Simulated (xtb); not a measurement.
C$_{2}$H$_{5}$O$_{2}$ (SMILES CC(O)=[OH+]), charge +1, singlet, at a GFN2-xTB geometry; GFN1-xTB (xtb 6.7.1).

xtb was given this input:
```
$ xtb mol.xyz --gfn 1 --chrg 1 --uhf 0 --json

# file mol.xyz
9

C     -0.05075687     0.03312616    -0.00106988
O      0.11377432     1.30478316    -0.05777828
O     -1.23877575    -0.41055690     0.02708311
H     -1.95695509     0.25637179     0.00329567
C      1.04903561    -0.93384435     0.03298616
H      2.03083415    -0.46821058     0.00540150
H      0.96274621    -1.55815232     0.92681972
H      0.94995395    -1.63357894    -0.80169884
H      1.02375979     1.65406907    -0.07975445
```

What does xtb print? Leave out banner, timings and long lists.


```
   ID    Z sym.   atoms
    1    6 C      1, 5
    2    8 O      2, 3
    3    1 H      4, 6-9

           -------------------------------------------------
          |                Calculation Setup                |
           -------------------------------------------------

           -------------------------------------------------
          |                 G F N 1 - x T B                 |
           -------------------------------------------------

          ...................................................
          :                      SETUP                      :
          :.................................................:
          :  # basis functions                  26          :
          :  # atomic orbitals                  26          :
          :  # shells                           18          :
          :  # electrons                        24          :
          :  # halogen bonds                     0          :
          :  max. iterations                   250          :
          :  Hamiltonian                  GFN1-xTB          :
          :  restarted?                      false          :
          :  GBSA solvation                  false          :
          :  PC potential                    false          :
          :  electronic temp.          300.0000000     K    :
          :  accuracy                    1.0000000          :
          :  -> integral cutoff          0.2500000E+02      :
          :  -> integral neglect         0.1000000E-07      :
          :  -> SCF convergence          0.1000000E-05 Eh   :
          :  -> wf. convergence          0.2000000E-04 e    :
          :  Broyden damping             0.4000000          :
          :  net charge                          1          :
          :  unpaired electrons                  0          :
          ...................................................

 iter      E             dE          RMSdq      gap      omega  full diag
   1    -15.8756822 -0.158757E+02  0.732E+00    7.61       0.0  T
   2    -15.9850480 -0.109366E+00  0.412E+00    5.85       1.0  T
   3    -15.9865268 -0.147875E-02  0.179E+00    6.08       1.0  T
   4    -15.9894539 -0.292712E-02  0.112E-01    5.72       1.0  T
   5    -15.9895578 -0.103902E-03  0.523E-02    5.86       1.0  T
   6    -15.9895607 -0.291289E-05  0.382E-02    5.81       1.0  T
   7    -15.9895780 -0.173013E-04  0.229E-03    5.84      14.5  T
   8    -15.9895781 -0.599664E-07  0.111E-04    5.84     299.8  T
   9    -15.9895781  0.353195E-09  0.200E-04    5.84     166.4  T
  10    -15.9895781 -0.368878E-09  0.341E-05    5.84     977.0  T

   *** convergence criteria satisfied after 10 iterations ***

         :::::::::::::::::::::::::::::::::::::::::::::::::::::
         ::                     SUMMARY                     ::
         :::::::::::::::::::::::::::::::::::::::::::::::::::::
         :: total energy             -15.844258459243 Eh    ::
         :: gradient norm              0.010973402663 Eh/a0 ::
         :: HOMO-LUMO gap              5.838115987971 eV    ::
         ::.................................................::
         :: SCC energy               -15.989578052041 Eh    ::
         :: -> electrostatic           0.178663337073 Eh    ::
         :: repulsion energy           0.147301031339 Eh    ::
         :: dispersion energy         -0.001981438542 Eh    ::
         :: halogen bond corr.         0.000000000000 Eh    ::
         :: add. restraining           0.000000000000 Eh    ::
         :: total charge               1.000000000000 e     ::
         :::::::::::::::::::::::::::::::::::::::::::::::::::::

           -------------------------------------------------
          |                Property Printout                |
           -------------------------------------------------

    * Orbital Energies and Occupations

         #    Occupation            Energy/Eh            Energy/eV
      -------------------------------------------------------------
         1        2.0000           -1.1033202             -30.0229
         2        2.0000           -1.0930775             -29.7442
         3        2.0000           -0.9753377             -26.5403
         4        2.0000           -0.9490389             -25.8247
         5        2.0000           -0.9137798             -24.8652
         6        2.0000           -0.9061034             -24.6563
         7        2.0000           -0.8554474             -23.2779
         8        2.0000           -0.8354264             -22.7331
         9        2.0000           -0.8160183             -22.2050
        10        2.0000           -0.7715082             -20.9938
        11        2.0000           -0.7556357             -20.5619
        12        2.0000           -0.7555440             -20.5594 (HOMO)
        13                         -0.5409972             -14.7213 (LUMO)
        14                         -0.3732147             -10.1557
        15                         -0.3499993              -9.5240
        16                         -0.3455331              -9.4024
        17                         -0.2818229              -7.6688
        18                         -0.2791483              -7.5960
        19                         -0.1104651              -3.0059
        20                         -0.0207093              -0.5635
        21                          0.0146446               0.3985
        22                          0.0209952               0.5713
        23                          0.0839926               2.2856
       ...                                ...                  ...
        26                          0.2744379               7.4678
      -------------------------------------------------------------
                  HL-Gap            0.2145468 Eh            5.8381 eV
             Fermi-level           -0.6482706 Eh          -17.6403 eV

  Mulliken/CM5 charges         n(s)   n(p)   n(d)
     1C     0.62775  0.66658   0.994  2.378  0.000
     2O    -0.41123 -0.61456   1.667  4.744  0.000
     3O    -0.38672 -0.58610   1.665  4.722  0.000
     4H     0.45703  0.62804   0.543  0.000  0.000
     5C    -0.11980 -0.26004   1.024  3.096  0.000
     6H     0.10059  0.15563   0.899  0.000  0.000
     7H     0.14404  0.19865   0.856  0.000  0.000
     8H     0.14404  0.19865   0.856  0.000  0.000
     9H     0.44430  0.61315   0.556  0.000  0.000

Wiberg/Mayer (AO) data.
largest (>0.10) Wiberg bond orders for each atom

 ---------------------------------------------------------------------------
     #   Z sym  total        # sym  WBO       # sym  WBO       # sym  WBO
 ---------------------------------------------------------------------------
     1   6 C    3.748 --     3 O    1.344     2 O    1.295     5 C    1.058
     2   8 O    2.248 --     1 C    1.295     9 H    0.787
     3   8 O    2.273 --     1 C    1.344     4 H    0.770
     4   1 H    0.797 --     3 O    0.770
     5   6 C    3.963 --     1 C    1.058     6 H    0.977     8 H    0.923
                             7 H    0.923
     6   1 H    0.987 --     5 C    0.977
     7   1 H    0.978 --     5 C    0.923
     8   1 H    0.978 --     5 C    0.923
     9   1 H    0.810 --     2 O    0.787
 ---------------------------------------------------------------------------

Topologies differ in total number of bonds
Writing topology from bond orders to xtbtopo.mol

 dipole moment from electron density (au)
     X       Y       Z
   0.6206   0.4868  -0.0258  total (Debye):    2.006

           -------------------------------------------------
          | TOTAL ENERGY              -15.844258459243 Eh   |
          | GRADIENT NORM               0.010973402663 Eh/α |
          | HOMO-LUMO GAP               5.838115987971 eV   |
           -------------------------------------------------

normal termination of xtb
```
